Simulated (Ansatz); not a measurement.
# C₂HSi (quartet): the correlation ladder, def2-TZVPP

An exercise on one series of results from a longer session: the logs are not shown, and one member is left open.

The runs use Ansatz 0.2.0, Gaussian basis; def2-TZVPP, core rule «outside noble gas», up to 7 orbitals frozen.

To be run: UHF; ROHF; CCSD(T) on UHF.

2 further runs of the same task are left out: 2 set aside as unsound or not needed.

**What is computed**

The geometry is a PBE0/def2-TZVP stationary point (not a proven minimum) of the parent state, kept for this charge and spin.

4 atoms, charge 0, spin multiplicity 4.

Atoms are counted from 1 here; the program's logs count them from 0.

Bond lengths: C1–C2 1.222 Å, C1–H4 1.067 Å, C2–Si3 1.799 Å. Angles: C2–C1–H4 180.0°, C1–C2–Si3 180.0°.

The first run:

in.yaml reads:

```yaml
crystal:
  periodic: [false, false, false]
  atoms:
    - {symbol: C, position_ang: [0.000000, 0.000000, 0.794175]}
    - {symbol: C, position_ang: [0.000000, 0.000000, -0.427825]}
    - {symbol: Si, position_ang: [0.000000, 0.000000, -2.227125]}
    - {symbol: H, position_ang: [0.000000, 0.000000, 1.860775]}
basis:
  gaussian: {orbitals: def2-TZVPP}
magnetization: {spin_polarized: true, initial_magnetization: 3}
hamiltonian: {xc: hf}
output: {orbitals: {seedname: orbitals}}
```

Launch:

```bash
$ ansatz run in.yaml --threads 1 --pin off --events-out ev --progress --plain --max-ram 4096MiB --backend cpu
```

Steps of the session up to this table: UHF; ROHF; CCSD(T) on UHF.

One table of the session follows, with a row left open; its other results are not shown here.

```
  method  from UCCSD(T) (kJ/mol)
    ROHF                 +1017.9
     UHF                  +999.7
    UMP2                       ?
   UCCSD                   +54.3
UCCSD(T)                       0
```

**Question.** Estimate the row for UMP2.

As computed: from UCCSD(T) (kJ/mol): +136.1. In the column «from UCCSD(T) (kJ/mol)» it lies between UCCSD (+54.3) and UHF (+999.7).
